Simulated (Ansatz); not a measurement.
dichloromethane (SMILES ClCCl) at its CCSD(T)/cc-pV(T+d)Z minimum, average atomic masses, point group C2v.
(charge 0, multiplicity 1):
```csv
atom,x (Å),y (Å),z (Å)
Cl,-1.4759,0.1726,0.0200
C,0.0035,-0.8056,0.0575
Cl,1.4744,0.1807,-0.0453
H,0.0257,-1.3494,0.9946
H,-0.0135,-1.4772,-0.7928
```

Cores are frozen in the correlated methods.

The values were computed with Ansatz (Gaussian basis) for Hartree–Fock, density functionals and correlated methods. Each number belongs to the level named beside it.

Harmonic frequencies (cm⁻¹): 283 722 775 907 1181 1293 1474 3127 3202.

Task: Work out the rotational constants, the zero-point energy, and the ideal-gas entropy and heat capacity at 298.15 K and 1 bar (rigid rotor, harmonic oscillator).

Result: 
Principal moments 15.725, 155.975, 168.462 u Å² give 16.8576/I = 1.072, 0.1081, 0.1001 cm⁻¹. Zero point: Σω/2 = 6482 cm⁻¹ = 18.53 kcal/mol. Translation R(1.5 ln M + 2.5 ln T − 1.1517) with M = 84.927 u: 164.25 J/(mol K). Rotation with σ = 2: q = 24552.1, S = R(ln q + 3/2) = 96.52. Vibration, summed over R(u/(eᵘ − 1) − ln(1 − e⁻ᵘ)) with u = 1.43878ω/T: 9.41, of which the lowest mode gives 6.34. S° = 270.2 J/(mol K); C_p = 4R + 17.27 = 50.53 J/(mol K).

Ansatz is a first-principles code.
